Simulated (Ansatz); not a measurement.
Input file:

```yaml
crystal:
  periodic: [false, false, false]
  atoms:
    - {symbol: Sn, position_ang: [0.000000, 0.000000, 0.000000]}
    - {symbol: H, position_ang: [0.000000, 0.000000, -3.365428]}
    - {symbol: H, position_ang: [0.000000, 0.000000, 3.365428]}
basis:
  gaussian: {orbitals: def2-SVPD}
total_charge: 1
magnetization: {spin_polarized: false, initial_magnetization: 1}
hamiltonian: {xc: hf}
accuracy: high
output: {forces: true, orbitals: {seedname: orbitals}}
```

```sh
$ ansatz run in.yaml --threads 1 --pin off --events-out ev --progress --plain --max-ram 2393MiB
```

Problem. Roughly how long does this take on 1 thread of Arm Neoverse V1, shared host, and how much host memory?

Solution. 1.5 s wall and 0.16 GiB.

```
1054 factors; integrals over basis functions are off by at most 2.7e-9 eV
mean field evaluation 1: about -5821.1148 eV, gradient 8.1e0 eV
mean field evaluation 2: about -5821.1215 eV, gradient 8.2e0 eV
mean field evaluation 4: about -5822.0766 eV, gradient 7.5e-1 eV
mean field evaluation 8: about -5822.0815 eV, gradient 2.6e-1 eV
mean field evaluation 16: about -5822.0824 eV, gradient 2.3e-4 eV
mean field evaluation 32: about -5823.3078 eV, gradient 1.4e-8 eV
mean field -5823.30784716 eV, -214.0026162032 hartree, gradient 2.1e-8 eV, S^2 0.750000; 2 other end points of the search recorded, 0 dependent functions left out
the calculation of the forces begins
reference -5823.30784716 eV, -214.0026162032 hartree; 12, 11 occupied and 36, 37 virtual orbitals, 1054 factors
WARN: the results are in doubt because the forces break the atoms' symmetry
Total energy: -5823.30784716 eV, -214.0026162032 hartree
Atom 0 at     0.000000     0.000000     0.000000 Å, force     0.000000    -0.000000    -2.181979 eV/Å
Atom 1 at     0.000000     0.000000    -3.365428 Å, force    -0.000000     0.000000     2.112218 eV/Å
Atom 2 at     0.000000     0.000000     3.365428 Å, force    -0.000000     0.000000     0.069760 eV/Å
Dipole moment:    -0.000000     0.000000     0.340828 e Å
In doubt: the forces break the atoms' symmetry
```
